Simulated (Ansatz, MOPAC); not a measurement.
System: trichloroborane, BCl3, charge 0, multiplicity 1. SMILES: ClB(Cl)Cl

Atoms: B1, Cl2, Cl3, Cl4. Bonds: B1-Cl2, B1-Cl3, B1-Cl4.

Bond lengths (Å) and angles (degrees) optimised at PM3 with MOPAC; PM6 with MOPAC; HF/STO-3G with Ansatz (a program for electronic structure); MP2/6-31G* with Ansatz, each started from the B3LYP-D3(BJ)/def2-TZVP structure (Ansatz) of the last column. A row stands for all coordinates that are equal there. 6-31G* holds six Cartesian d functions. No wavenumbers were computed at HF/STO-3G, MP2/6-31G*, so these may be saddle points.

```tsv
coordinate	PM3	PM6	HF/STO-3G	MP2/6-31G*	B3LYP-D3(BJ)/def2-TZVP
B1-Cl2	1.677	1.725	1.768	1.737	1.745
Cl2-B1-Cl3	120.0	120.0	120.0	120.0	120.0
```

Mean signed difference of all 3 bond lengths from B3LYP-D3(BJ)/def2-TZVP: PM3 -0.068 Å, PM6 -0.020 Å, HF/STO-3G 0.023 Å, MP2/6-31G* -0.008 Å.
